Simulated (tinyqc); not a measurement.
Worked calculation: RKS/exchange-only LDA in the sto-3g basis, for H2O, spin multiplicity 1. One step of it, computed by the program tinyqc.

Question. Iteration 1: building the Kohn-Sham matrix. J_ij = sum D_kl (ij|kl); F = H + J + V_xc; E = tr D H + tr D J / 2 + E_xc + E_nn.

D at the start:
```
            1O 1s      1O 2s    1O 2px     1O 2py     1O 2pz      2H 1s      3H 1s
1O 1s    2.086240  -0.367951  0.000000   0.006422   0.054628  -0.114687  -0.104787
1O 2s   -0.367951   1.603568  0.000000  -0.024416  -0.202053   0.341785   0.312978
1O 2px   0.000000   0.000000  2.000000   0.000000   0.000000   0.000000   0.000000
1O 2py   0.006422  -0.024416  0.000000   1.736394  -0.009026   0.243447  -0.236663
1O 2pz   0.054628  -0.202053  0.000000  -0.009026   1.923083   0.107129   0.097967
2H 1s   -0.114687   0.341785  0.000000   0.243447   0.107129   0.121312   0.044984
3H 1s   -0.104787   0.312978  0.000000  -0.236663   0.097967   0.044984   0.102338
```

core Hamiltonian H = T + V (hartree):
```
             1O 1s      1O 2s     1O 2px     1O 2py     1O 2pz      2H 1s      3H 1s
1O 1s   -32.405945  -7.538250   0.000000  -0.000432  -0.008647  -0.743097  -0.673726
1O 2s    -7.538250  -9.033768   0.000000  -0.005233  -0.108346  -1.932864  -1.783183
1O 2px    0.000000   0.000000  -7.204713   0.000000   0.000000   0.000000   0.000000
1O 2py   -0.000432  -0.005233   0.000000  -7.280016  -0.002186  -1.272137   1.184613
1O 2pz   -0.008647  -0.108346   0.000000  -0.002186  -7.236444  -0.844708  -0.787970
2H 1s    -0.743097  -1.932864   0.000000  -1.272137  -0.844708  -3.888074  -0.427066
3H 1s    -0.673726  -1.783183   0.000000   1.184613  -0.787970  -0.427066  -3.791159
```

Two-electron integrals (ij|kl) in chemists' order, unique and non-zero (hartree):
```
(11|11) 4.785065    (21|11) 0.741380    (21|21) 0.136873    (22|11) 1.118947
(22|21) 0.256633    (22|22) 0.817206    (31|31) 0.024477    (32|31) 0.037809
(32|32) 0.180518    (33|11) 1.115814    (33|21) 0.256684    (33|22) 0.817023
(33|33) 0.880159    (41|41) 0.024477    (42|41) 0.037809    (42|42) 0.180518
(43|43) 0.047444    (44|11) 1.115814    (44|21) 0.256684    (44|22) 0.817023
(44|33) 0.785270    (44|44) 0.880159    (51|51) 0.024477    (52|51) 0.037809
(52|52) 0.180518    (53|53) 0.047444    (54|54) 0.047444    (55|11) 1.115814
(55|21) 0.256684    (55|22) 0.817023    (55|33) 0.785270    (55|44) 0.785270
(55|55) 0.880159    (61|11) 0.073177    (61|21) 0.013413    (61|22) 0.025047
(61|33) 0.025002    (61|41) 0.000491    (61|42) 0.000933    (61|44) 0.025101
(61|51) 0.000318    (61|52) 0.000605    (61|54) 0.000064    (61|55) 0.025044
(61|61) 0.001330    (62|11) 0.208554    (62|21) 0.048568    (62|22) 0.175223
(62|33) 0.172080    (62|41) 0.003022    (62|42) 0.024835    (62|44) 0.178591
(62|51) 0.001961    (62|52) 0.016114    (62|54) 0.004224    (62|55) 0.174821
(62|61) 0.004860    (62|62) 0.049818    (63|31) 0.004692    (63|32) 0.028706
(63|43) 0.004926    (63|53) 0.003196    (63|63) 0.006522    (64|11) 0.137285
(64|21) 0.032346    (64|22) 0.124698    (64|33) 0.119314    (64|41) 0.006419
(64|42) 0.045027    (64|44) 0.133498    (64|51) 0.001121    (64|52) 0.010590
(64|54) 0.006007    (64|55) 0.121138    (64|61) 0.003352    (64|62) 0.043191
(64|64) 0.043584    (65|11) 0.089080    (65|21) 0.020988    (65|22) 0.080913
(65|33) 0.077419    (65|41) 0.001121    (65|42) 0.010590    (65|44) 0.080230
(65|51) 0.005419    (65|52) 0.035577    (65|54) 0.006750    (65|55) 0.084995
(65|61) 0.002175    (65|62) 0.028025    (65|64) 0.024049    (65|65) 0.022126
(66|11) 0.398106    (66|21) 0.094151    (66|22) 0.391683    (66|33) 0.377941
(66|41) 0.006451    (66|42) 0.075483    (66|44) 0.406668    (66|51) 0.004186
(66|52) 0.048978    (66|54) 0.018640    (66|55) 0.390036    (66|61) 0.009457
(66|62) 0.151534    (66|64) 0.150408    (66|65) 0.097595    (66|66) 0.774606
(71|11) 0.066346    (71|21) 0.012161    (71|22) 0.022709    (71|33) 0.022669
(71|41) -0.000440   (71|42) -0.000836   (71|44) 0.022756    (71|51) 0.000286
(71|52) 0.000543    (71|54) -0.000057   (71|55) 0.022706    (71|61) 0.001187
(71|62) 0.004258    (71|64) 0.002734    (71|65) 0.001908    (71|66) 0.008246
(71|71) 0.001093    (72|11) 0.191853    (72|21) 0.044689    (72|22) 0.161596
(72|33) 0.158702    (72|41) -0.002769   (72|42) -0.022935   (72|44) 0.164692
(72|51) 0.001798    (72|52) 0.014895    (72|54) -0.003890   (72|55) 0.161228
(72|61) 0.004321    (72|62) 0.034682    (72|64) 0.021324    (72|65) 0.018909
(72|66) 0.082429    (72|71) 0.004053    (72|72) 0.042708    (73|31) 0.004285
(73|32) 0.026339    (73|43) -0.004529   (73|53) 0.002941    (73|63) 0.004297
(73|73) 0.005548    (74|11) -0.127315   (74|21) -0.030002   (74|22) -0.115956
(74|33) -0.110991   (74|41) 0.005870    (74|42) 0.041459    (74|44) -0.124060
(74|51) -0.001029   (74|52) -0.009819   (74|54) 0.005546    (74|55) -0.112683
(74|61) -0.002797   (74|62) -0.021570   (74|64) -0.009423   (74|65) -0.011580
(74|66) -0.049318   (74|71) -0.002815   (74|72) -0.037355   (74|74) 0.037894
(75|11) 0.082682    (75|21) 0.019484    (75|22) 0.075305    (75|33) 0.072081
(75|41) -0.001029   (75|42) -0.009819   (75|44) 0.074686    (75|51) 0.004953
(75|52) 0.032716    (75|54) -0.006221   (75|55) 0.079062    (75|61) 0.001953
(75|62) 0.019044    (75|64) 0.011551    (75|65) 0.014523    (75|66) 0.048878
(75|71) 0.001828    (75|72) 0.024259    (75|74) -0.021006   (75|75) 0.019191
(76|11) 0.041916    (76|21) 0.009853    (76|22) 0.038718    (76|33) 0.037886
(76|41) -4.95e-06   (76|42) -0.000070   (76|44) 0.038700    (76|51) 0.000627
(76|52) 0.006229    (76|54) -0.000013   (76|55) 0.039525    (76|61) 0.000973
(76|62) 0.010758    (76|64) 0.008208    (76|65) 0.006864    (76|66) 0.034496
(76|71) 0.000883    (76|72) 0.010037    (76|74) -0.007778   (76|75) 0.006461
(76|76) 0.003064    (77|11) 0.386015    (77|21) 0.091303    (77|22) 0.380679
(77|33) 0.367714    (77|41) -0.006099   (77|42) -0.072026   (77|44) 0.394813
(77|51) 0.003961    (77|52) 0.046776    (77|54) -0.017599   (77|55) 0.379143
(77|61) 0.008822    (77|62) 0.086991    (77|64) 0.051640    (77|65) 0.051097
(77|66) 0.235284    (77|71) 0.008307    (77|72) 0.138096    (77|74) -0.138463
(77|75) 0.089922    (77|76) 0.034496    (77|77) 0.774606
```

nuclear repulsion = 6.56111811 hartree

V_xc (hartree):
```
            1O 1s      1O 2s     1O 2px     1O 2py     1O 2pz      2H 1s      3H 1s
1O 1s   -2.833100  -0.403568   0.000000   0.000150   0.001237  -0.040041  -0.036314
1O 2s   -0.403568  -0.755890   0.000000   0.000261   0.001939  -0.145221  -0.132856
1O 2px   0.000000   0.000000  -0.752996   0.000000   0.000000   0.000000   0.000000
1O 2py   0.000150   0.000261   0.000000  -0.745493  -0.000397  -0.098614   0.090308
1O 2pz   0.001237   0.001939   0.000000  -0.000397  -0.755212  -0.064580  -0.059002
2H 1s   -0.040041  -0.145221   0.000000  -0.098614  -0.064580  -0.269895  -0.026794
3H 1s   -0.036314  -0.132856   0.000000   0.090308  -0.059002  -0.026794  -0.253423
```

E_xc = sum of w rho eps_xc = -8.56649294 hartree

Give: Coulomb J; Kohn-Sham matrix F; total energy of this density.

Answer.

Coulomb J (hartree):
```
          1O 1s    1O 2s  1O 2px   1O 2py   1O 2pz   2H 1s    3H 1s
1O 1s   18.0324   3.4257  0.0000  -0.0007  -0.0061  0.3359   0.3046
1O 2s    3.4257   8.5280  0.0000  -0.0013  -0.0136  1.7862   1.6458
1O 2px   0.0000   0.0000  8.5178   0.0000   0.0000  0.0000   0.0000
1O 2py  -0.0007  -0.0013  0.0000   8.5215   0.0006  1.2585  -1.1686
1O 2pz  -0.0061  -0.0136  0.0000   0.0006   8.5214  0.8159   0.7582
2H 1s    0.3359   1.7862  0.0000   1.2585   0.8159  3.9777   0.3905
3H 1s    0.3046   1.6458  0.0000  -1.1686   0.7582  0.3905   3.8563
```

Kohn-Sham matrix F (hartree):
```
           1O 1s    1O 2s  1O 2px   1O 2py   1O 2pz    2H 1s    3H 1s
1O 1s   -17.2067  -4.5162  0.0000  -0.0010  -0.0135  -0.4473  -0.4055
1O 2s    -4.5162  -1.2617  0.0000  -0.0063  -0.1200  -0.2919  -0.2703
1O 2px    0.0000   0.0000  0.5601   0.0000   0.0000   0.0000   0.0000
1O 2py   -0.0010  -0.0063  0.0000   0.4960  -0.0020  -0.1123   0.1063
1O 2pz   -0.0135  -0.1200  0.0000  -0.0020   0.5298  -0.0934  -0.0887
2H 1s    -0.4473  -0.2919  0.0000  -0.1123  -0.0934  -0.1803  -0.0634
3H 1s    -0.4055  -0.2703  0.0000   0.1063  -0.0887  -0.0634  -0.1883
```

total energy of this density = -73.258421 hartree
